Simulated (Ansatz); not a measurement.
The same path of BH6P (8 atoms, charge 0, multiplicity 1) was run twice with different band settings. The coordinate that changes most is the dihedral H5–B1–P2–H8.

Computed with RKS B3LYP-D4/def2-SVP (Ansatz).

Relaxed end points:

```xyz
8
Properties=species:S:1:pos:R:3
B -0.567 0.232 -0.932
P 0.442 -0.186 0.679
H -1.712 0.348 -0.528
H -0.375 -0.735 -1.649
H -0.059 1.267 -1.326
H 0.426 0.758 1.736
H 1.840 -0.386 0.562
H 0.097 -1.355 1.402
```

```xyz
8
Properties=species:S:1:pos:R:3
B -0.567 0.232 -0.932
P 0.441 -0.185 0.680
H -0.967 1.366 -0.732
H -1.439 -0.620 -0.953
H 0.263 0.134 -1.820
H -0.243 -0.159 1.921
H 1.550 0.635 1.004
H 1.053 -1.460 0.776
```

Common settings: movable images 7; climbing image yes; spring 5.0 eV/Å²; optimiser quadratic models (default); force threshold 0.03 eV/Å; iteration limit 60; end points relaxed.

| run | start path |
| --- | --- |
| 1 | through a guess of the saddle point |
| 2 | straight line |

(1) What does each run give, and how far can it be trusted?

Results:

(1) Run 1: converged after 5 iterations, highest image 0.099 eV above the first end. A vibrational analysis at the climbing image gives one clearly imaginary mode, 227i cm⁻¹: a first-order saddle point.
Run 2: converged after 5 iterations, highest image 0.099 eV above the first end. Another band between the same ends (7 images) ends at a top of the same energy, where a vibrational analysis finds 1 clearly imaginary mode.
